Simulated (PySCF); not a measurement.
N$_{2}$, SMILES `N#N` (charge 0, multiplicity 1)

The numbers are results of TPSSh-D3(BJ)/def2-TZVP // TPSS-D3(BJ)/def2-SVP in PySCF 2.14.0, not measurements.

HOMO: -11.14 eV
dipole moment: 0.000 e·Å
LUMO: -1.31 eV
HOMO–LUMO gap: 9.83 eV
total energy: -109.5732 Ha
cost: about 8 core-seconds (a rough figure)

Bonds (Å): N1–N2 1.109.
